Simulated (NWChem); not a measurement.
System: BF3; SMILES FB(F)F

Input file for NWChem:

```
start job
memory heap 200 mb stack 900 mb global 1100 mb
geometry units angstroms noautoz
  B      0.000000     0.000000    -0.002277
  F     -0.345830    -1.263922     0.000339
  F     -0.921674     0.931458     0.000339
  F      1.267503     0.332464     0.000339
end
basis spherical
  * library def2-tzvpd
end
dft
  xc slater vwn_5
  iterations 150
  mulliken
end
task dft energy
```

All runs use the structure optimised with PBE0/def2-SVP.

Problem. Predict the main results of this run. (LDA (Slater exchange, VWN5)/def2-TZVPD.) Quantities: energy (Ha); highest occupied level (eV); orbital gap (eV).

Solution. 
```yaml
energy (Ha): -322.55
highest occupied level (eV): -10.30
orbital gap (eV): 9.48
```
